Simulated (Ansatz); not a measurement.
# Relaxing iridium (fcc)

Level of theory: Ansatz, DFT, LDA (PW92), plane waves (420 eV) with PAW, scalar-relativistic. (PAW data from PBE, frozen cores regenerated.)

k-point mesh 14×14×14, Fermi-Dirac smearing 0.05 eV, starting moments 1.00 μB. Cell and atoms relax.

Starting structure:

```
CELL_PARAMETERS angstrom
0.00000 1.91970 1.91970
1.91970 0.00000 1.91970
1.91970 1.91970 0.00000
ATOMIC_POSITIONS crystal
Ir 0.00000 0.00000 0.00000
```

Problem. The pressure at the start is -8.3 GPa. By how much does the volume change?

Solution. From 14.15 to 13.84 Å³ per atom, -2.2 %. The final cell has a = 3.812 Å.

Problem. How much energy does the relaxation gain?

Solution. 8.0 meV per atom.

Problem. Which magnetic state does it end in?

Solution. non-magnetic.
